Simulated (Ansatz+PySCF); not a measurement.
singlet SO3: levels of theory in one basis

```tsv
atom	x (Å)	y (Å)	z (Å)
S	0.0000	0.0000	0.0000
O	1.5568	0.0000	0.0000
O	-0.7784	1.3482	0.0000
O	-0.7784	-1.3482	0.0000
```

Basis set: def2-SVP (spherical functions). Frozen core: 8 orbitals. Charge 0, multiplicity 1.

Computed with Ansatz (development build ahead of 0.2.0); each method stands on the lowest determinant of its kind that the runs found. NEVPT2 correlates all electrons. Active spaces start from the frontier orbitals, and the lowest solution found is given.

| method | E − E(RHF) (eV) | <S²> of the determinant |
| --- | --- | --- |
| RHF | 0.00 | 0.00 |
| RHF-MP2 | -20.48 | – |
| RHF-CCSD(T) | -20.95 | – |
| CASSCF(6,4) | -0.85 | – |
| SC-NEVPT2(6,4) | -20.71 | – |

Question: What does RHF-CCSD give on the same scale?

Answer: -19.95 eV.

Question: Is a single determinant a sound starting point here?

Answer: By this sign, yes. Unrestricted orbitals gain 0.00 eV and <S²> is 0.00 against 0.00 for a pure state. The CASSCF(6,4) natural occupations are 2.00, 2.00, 1.93, 0.07.
